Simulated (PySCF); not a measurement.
Stepwise substitution at one centre (B H-F). All species are isolated molecules in the gas phase. Strings in code marks are SMILES.

The T1 excitation (TDA) from two functionals at the same geometries (B3LYP-D3(BJ)/def2-TZVP), both in PySCF: PBE-D3(BJ)/def2-TZVP and ωB97X-D3(BJ)/def2-TZVP. Excitations are Tamm–Dancoff values on a coarser integration grid. The basis has no diffuse functions, so Rydberg states are missing or too high.

```csv
species,PBE-D3(BJ)/def2-TZVP (eV)
1 of 3 H replaced by F,5.07
2 of 3 H replaced by F (`FBF`),7.18
3 of 3 H replaced by F (`FB(F)F`),9.45
```

**Question.** What does ωB97X-D3(BJ)/def2-TZVP give for each?

**Answer.** 
- 1 of 3 H replaced by F: 5.66
- 2 of 3 H replaced by F (`FBF`): 7.96
- 3 of 3 H replaced by F (`FB(F)F`): 10.74
Over these rows, drawn at random from the members with no instability flagged (it was tested for open shells, ions and some series alone), PBE minus ωB97X-D3(BJ): mean -0.89 eV, from -1.29 eV to -0.59 eV.
